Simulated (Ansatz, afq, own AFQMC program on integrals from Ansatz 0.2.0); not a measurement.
Integrals from Ansatz 0.2.0, then the random walk in our own AFQMC program (afq).

```yaml
crystal:
  periodic: [false, false, false]
  atoms:
    - {symbol: Li, position_ang: [0.000000, 0.000000, 0.000000]}
    - {symbol: Be, position_ang: [0.000000, 0.000000, 3.289000]}
basis:
  gaussian: {orbitals: aug-cc-pVDZ}
total_charge: -1
magnetization: {spin_polarized: true, initial_magnetization: 0}
correlation: {method: ccsd_t, electrons: outside_noble_gas, hamiltonian_folder: ham}
```

```sh
$ ansatz run in.yaml --threads 1 --pin off --events-out ev --progress --plain --max-ram 1382MiB
```

Options of the walk:

```
--method phaseless --trial cisd --walkers 60 --populations 1 --least-time 40 --time-step 0.005 --steps-per-block 50 --equilibration-blocks 28 --max-blocks 300 --target-error 0.00024 --factor-cut 1e-05 --start spin_pure --seed 4812 --release-times 0.24,0.51,0.99,1.62,2.4 --release-step 0.03 --release-every 4 --taylor-order 6
```

Times are imaginary, in 1/Eh. The walk had a cap of 558 s.

Output of the walk:

```
orbitals 44  electrons 2 2  factors 312 of 408
reference energy -22.01507285 Eh
CCSD correlation -0.05985363 Eh in 20 cycles, weight of the determinant in the CISD state 0.7104
energy of the start -22.063629 Eh
 block  time / (1/Eh)  mean weight  energy / Eh
     1     0.250  0.9999  -22.065810
     2     0.500  1.0001  -22.067751
     3     0.750  0.9996  -22.070318
     4     1.000  1.0007  -22.071580
     5     1.250  0.9996  -22.072420
     8     2.000  1.0004  -22.074263
    17     4.250  0.9994  -22.077713
    41    10.250  0.9994  -22.079062
    65    16.250  1.0001  -22.088669
    89    22.250  1.0002  -22.085368
   113    28.250  1.0000  -22.081996
   137    34.250  1.0020  -22.079622
   161    40.250  1.0000  -22.078759
   185    46.250  1.0002  -22.082035
   193    48.250  0.9994  -22.075446
   209    52.250  1.0006  -22.077522
   233    58.250  0.9996  -22.080578
   257    64.250  0.9995  -22.077166
   281    70.250  0.9999  -22.076519
   305    76.250  1.0011  -22.081186
   321    80.250  1.0001  -22.076635
blocks merged  error / Eh  count
     1  0.000166  300
     2  0.000220  150
     4  0.000287  75
     8  0.000358  37
    16  0.000374  18
    32  0.000449  9
released: time / (1/Eh)  energy / Eh  error  mean overlap
  0.24  -22.080305  0.000316  0.9978
  0.51  -22.080237  0.000316  0.9995
  0.99  -22.080133  0.000275  1.0075
  1.62  -22.080133  0.000315  1.0159
  2.40  -22.080282  0.000373  1.0180
energy -22.079851 +/- 0.000374 Eh
(rows thinned)
```

The run passed its tests (sampling time, drift between the halves within three errors, error under three times the target), which doesn't prove that it has relaxed. The second half of the sampling lies above the first by 2.8 errors of their difference, so the energy may still be moving and its error bar be too small.

Against this walk (error 10.2 meV) on the same determinant: CCSD(T) 45.2 meV higher, CCSDT(Q) 45.3 meV lower, full CI 45.3 meV lower. The error is statistical and leaves out the bias of the constraint. The determinant has ⟨S²⟩ = 0.89, so the low cluster orders mix in higher spin, while the walk starts as a pure singlet. Released to 2.40 1/Eh the energy moves by -12 ± 14 meV (both errors), within twice the noise. Full CI is exact here, so the walk's 45 meV above it is the walk's own error: the bias of the constraint with this trial, or a walk that hasn't relaxed. The determinant is a poor start (see the cautions), so the low cluster orders aren't to be relied on, and full CI is the sure value.

Cautions: constraint bias not in the error; error above the target (10.2 against 6.5 meV); strong correlation (T1 0.129, weight of the determinant 0.71, largest double 0.11); unrestricted determinant spin contaminated (⟨S²⟩ 0.89 against 0.00); the released energy hasn't reached full CI (34 meV above it at 2.40 1/Eh); the bias of populations of 60 walkers isn't removed.

The walk took 6.3 min on 1 thread of Arm Neoverse V1, with other jobs on the host. The log's last line is the phaseless energy.

CCSDT and higher add their correlation energy to the determinant of the CCSD(T) run, since their own runs factorise the integrals more tightly (a shift of under 2 meV). A walk keeps the symmetry of its determinant, which the program's search chose and which needn't be the lowest solution, so a lower state of the same spin and another symmetry isn't excluded.
